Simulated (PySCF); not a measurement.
Estimate the missing entries of this data sheet.

Species: TTF, C6H4S4.
Atom-mapped SMILES: `[CH:1]1=[CH:2][S:3][C:4](=[C:5]2[S:6][CH:7]=[CH:8][S:9]2)[S:10]1` (hydrogens: H11 on C1; H12 on C2; H13 on C7; H14 on C8)

| property | level | value |
| --- | --- | --- |
| point group of the GFN2-xTB geometry | GFN2-xTB | D2h |
| rotational constants A, B, C of the GFN2-xTB geometry | GFN2-xTB | ? |
| dipole moment | PBE0/pcSseg-1 | ? |
| HOMO energy | PBE0/pcSseg-1 | ? |
| LUMO energy | PBE0/pcSseg-1 | ? |
| 13C chemical shifts (computed TMS as zero) by class | GIAO PBE0/pcSseg-1 | 125.9 (C1/C2/C7/C8), 116.7 (C4/C5) ppm |
| 1H chemical shifts (computed TMS as zero) by class | GIAO PBE0/pcSseg-1 | 5.93 (H11/H12/H13/H14) ppm |
| isotropic shieldings of nuclei other than C and H, by class | GIAO PBE0/pcSseg-1 | 322 (S3/S6/S9/S10) ppm |

The electronic properties come from PySCF, for the isolated species, density fitting.

Question: What are the rotational constants A, B, C of the GFN2-xTB geometry?

Answer: 1.627, 0.564, 0.419 GHz.

Question: What is the HOMO energy?

Answer: -4.89 eV.

Question: What is the dipole moment?

Answer: 0.00 D.

Question: Give the LUMO energy.

Answer: -0.95 eV.

Point group D2h forbids a permanent dipole, so the rigid molecule has no electric-dipole pure rotational spectrum. With B = h/(8π²I), that is 505.379 GHz u Å² over I, the principal moments of inertia are 310.7, 896.4 and 1207.1 u Å² (most abundant isotopes); the inertial defect Ic − Ia − Ib is 0.0 u Å² (zero for a rigid planar frame, negative otherwise). The rotational constants make it an asymmetric top with κ = (2B − A − C)/(A − C) = -0.76, nearer the prolate limit (−1).
